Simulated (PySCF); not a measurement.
## How the method moves the bond dissociation enthalpies of methylamine

Structure: `CN` (CH5N). Numbering: `[CH3:1][NH2:2]`

All levels share the PBE0-D3(BJ)/def2-SVP structures and the PBE0-D3(BJ)/def2-SVP thermal terms; only the single-point energies (PySCF) change. Values are bond dissociation enthalpies (298 K, kJ/mol).

```jsonl
{"level": "HF/def2-TZVP", "C1–N2": "205", "C1–H": "290", "N2–H": "287", "mean abs. error": "125.1", "time": "1.6 s"}
{"level": "BHandHLYP/def2-TZVP", "C1–N2": "316", "C1–H": "372", "N2–H": "391", "mean abs. error": "25.7", "time": "4.8 s"}
{"level": "r2SCAN-D3(BJ)/def2-TZVP (grid 3)", "C1–N2": "322", "C1–H": "364", "N2–H": "389", "mean abs. error": "27.5", "time": "16 s"}
{"level": "TPSSh-D3(BJ)/def2-TZVP (grid 3)", "C1–N2": "328", "C1–H": "377", "N2–H": "397", "mean abs. error": "18.4", "time": "15 s"}
{"level": "TPSS-D3(BJ)/def2-TZVP (grid 3)", "C1–N2": "329", "C1–H": "376", "N2–H": "396", "mean abs. error": "18.6", "time": "18 s"}
{"level": "BLYP-D3(BJ)/def2-TZVP", "C1–N2": "334", "C1–H": "366", "N2–H": "394", "mean abs. error": "20.9", "time": "8.2 s"}
{"level": "B3LYP-D3(BJ)/def2-TZVP", "C1–N2": "336", "C1–H": "375", "N2–H": "401", "mean abs. error": "15.1", "time": "5 s"}
{"level": "M06-L/def2-TZVP (grid 3)", "C1–N2": "339", "C1–H": "377", "N2–H": "386", "mean abs. error": "18.4", "time": "16 s"}
{"level": "HSE06/def2-TZVP", "C1–N2": "343", "C1–H": "366", "N2–H": "394", "mean abs. error": "18.2", "time": "11 s"}
{"level": "CAM-B3LYP-D3(BJ)/def2-TZVP", "C1–N2": "344", "C1–H": "376", "N2–H": "404", "mean abs. error": "11.1", "time": "6.1 s"}
{"level": "LC-ωPBE/def2-TZVP", "C1–N2": "345", "C1–H": "367", "N2–H": "399", "mean abs. error": "15.5", "time": "9.6 s"}
{"level": "PBE0-D3(BJ)/jun-cc-pV(T+d)Z", "C1–N2": "347", "C1–H": "370", "N2–H": "399", "mean abs. error": "13.9", "time": "9.1 s"}
{"level": "PBE0-D3(BJ)/aug-cc-pVTZ", "C1–N2": "347", "C1–H": "370", "N2–H": "398", "mean abs. error": "14.0", "time": "15 s"}
{"level": "PBE0-D3(BJ)/6-311++G(2d,2p)", "C1–N2": "347", "C1–H": "371", "N2–H": "399", "mean abs. error": "13.2", "time": "5.4 s"}
{"level": "PBE0-D3(BJ)/def2-TZVPD", "C1–N2": "348", "C1–H": "369", "N2–H": "397", "mean abs. error": "14.3", "time": "7.1 s"}
{"level": "PBE0-D3(BJ)/def2-QZVP", "C1–N2": "348", "C1–H": "370", "N2–H": "399", "mean abs. error": "13.4", "time": "24 s"}
{"level": "PBE0-D3(BJ)/def2-TZVPP", "C1–N2": "348", "C1–H": "370", "N2–H": "398", "mean abs. error": "13.6", "time": "7.4 s"}
{"level": "OPBE/def2-TZVP", "C1–N2": "348", "C1–H": "370", "N2–H": "400", "mean abs. error": "13.1", "time": "7.8 s"}
{"level": "PBE0-D3(BJ)/def2-TZVP", "C1–N2": "349", "C1–H": "369", "N2–H": "396", "mean abs. error": "14.5", "time": "–"}
{"level": "PBE0-D3(BJ)/pcseg-2", "C1–N2": "349", "C1–H": "370", "N2–H": "399", "mean abs. error": "13.0", "time": "6.4 s"}
{"level": "PBE0-D3(BJ)/cc-pVTZ", "C1–N2": "349", "C1–H": "370", "N2–H": "398", "mean abs. error": "13.3", "time": "7 s"}
{"level": "PBE0-D3(BJ)/aug-cc-pVDZ", "C1–N2": "349", "C1–H": "368", "N2–H": "394", "mean abs. error": "15.2", "time": "4.8 s"}
{"level": "PBE0-D3(BJ)/ma-def2-TZVP", "C1–N2": "349", "C1–H": "369", "N2–H": "397", "mean abs. error": "14.1", "time": "5.7 s"}
{"level": "PBE0-D3(BJ)/6-311+G**", "C1–N2": "350", "C1–H": "370", "N2–H": "399", "mean abs. error": "12.7", "time": "3.8 s"}
{"level": "PBE0-D3(BJ)/pcseg-1", "C1–N2": "351", "C1–H": "369", "N2–H": "395", "mean abs. error": "14.1", "time": "2.9 s"}
{"level": "BP86-D3(BJ)/def2-TZVP", "C1–N2": "351", "C1–H": "377", "N2–H": "408", "mean abs. error": "7.0", "time": "7.7 s"}
{"level": "M06/def2-TZVP (grid 3)", "C1–N2": "352", "C1–H": "382", "N2–H": "403", "mean abs. error": "7.0", "time": "14 s"}
{"level": "PBE0-D3(BJ)/aug-pcseg-1", "C1–N2": "352", "C1–H": "372", "N2–H": "395", "mean abs. error": "12.7", "time": "4.4 s"}
{"level": "B97-2/def2-TZVP", "C1–N2": "353", "C1–H": "372", "N2–H": "398", "mean abs. error": "11.1", "time": "5.5 s"}
{"level": "PBE0-D3(BJ)/6-31G", "C1–N2": "354", "C1–H": "365", "N2–H": "395", "mean abs. error": "14.5", "time": "2.1 s"}
{"level": "ωB97M-D3(BJ)/def2-TZVP (grid 3)", "C1–N2": "354", "C1–H": "382", "N2–H": "410", "mean abs. error": "4.1", "time": "14 s"}
{"level": "ωB97X-D3(BJ)/def2-TZVP", "C1–N2": "354", "C1–H": "380", "N2–H": "404", "mean abs. error": "6.8", "time": "6 s"}
{"level": "PBE0-D3(BJ)/cc-pVDZ", "C1–N2": "355", "C1–H": "368", "N2–H": "391", "mean abs. error": "15.3", "time": "2.9 s"}
{"level": "PBE0-D3(BJ)/6-31+G*", "C1–N2": "355", "C1–H": "375", "N2–H": "395", "mean abs. error": "12.2", "time": "3 s"}
{"level": "PBE-D3(BJ)/def2-TZVP", "C1–N2": "359", "C1–H": "366", "N2–H": "397", "mean abs. error": "15.4", "time": "8.2 s"}
{"level": "PBE0-D3(BJ)/6-31G*", "C1–N2": "360", "C1–H": "379", "N2–H": "391", "mean abs. error": "13.6", "time": "2.4 s"}
{"level": "PBE0-D3(BJ)/ma-def2-SVP", "C1–N2": "360", "C1–H": "368", "N2–H": "402", "mean abs. error": "13.6", "time": "3.2 s"}
{"level": "M06-2X/def2-TZVP (grid 3)", "C1–N2": "361", "C1–H": "383", "N2–H": "412", "mean abs. error": "5.5", "time": "14 s"}
{"level": "PBE0-D3(BJ)/def2-SVPD", "C1–N2": "363", "C1–H": "371", "N2–H": "403", "mean abs. error": "13.2", "time": "4.1 s"}
{"level": "PBE0-D3(BJ)/def2-SVP", "C1–N2": "363", "C1–H": "368", "N2–H": "397", "mean abs. error": "16.2", "time": "2.9 s"}
{"level": "PBE0-D3(BJ)/def2-SV(P)", "C1–N2": "366", "C1–H": "362", "N2–H": "383", "mean abs. error": "23.8", "time": "2.5 s"}
{"level": "LDA/def2-TZVP", "C1–N2": "447", "C1–H": "406", "N2–H": "455", "mean abs. error": "50.3", "time": "6.8 s"}
{"level": "ATcT 1.112", "C1–N2": "353", "C1–H": "388", "N2–H": "416", "mean abs. error": "", "time": ""}
```

Times are wall times for all single points of a level on 1 thread of Arm Neoverse V1, a shared host; the dash marks the run that also made the structures. BLYP, BP86, HSE06, LC-ωPBE, LDA, M06-L, OPBE, PBE, TPSS, r2SCAN ran on a slower path of this set-up, which computes the density-fitting integrals anew in every SCF cycle while the other levels store them. So the times needn't show the usual order of cost, and those levels read slower than they are.

Hartree-Fock leaves out electron correlation, so its bond energies come out too low, often by 100 kJ/mol or more.

The widest spread is that of C1–N2: 242 kJ/mol, from 205 to 447.
